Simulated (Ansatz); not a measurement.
Consider CdSe in the zinc blende structure (space group F-43m, No. 216; a = 6.133 Å).

All numbers come from r2SCAN in Ansatz (plane waves to 500 eV, PAW, spin-orbit coupling left out).

Modification: every Se is replaced by Te; the structure is relaxed again.

Measured lattice parameter a: CdSe 6.077 Å (room temperature; as listed in arXiv:1206.3780); CdTe 6.48 Å (room temperature; as listed in M J Lucero, T M Henderson, G E Scuseria, Journal of Physics Condensed Matter (2012)).

Q: How well does r2SCAN reproduce the measured shift?

A: With r2SCAN the lattice parameter a moves by +0.424 Å (6.133 → 6.557) against +0.403 Å measured.

Stability against distortions was not tested.

Ansatz is a program for electronic structure.
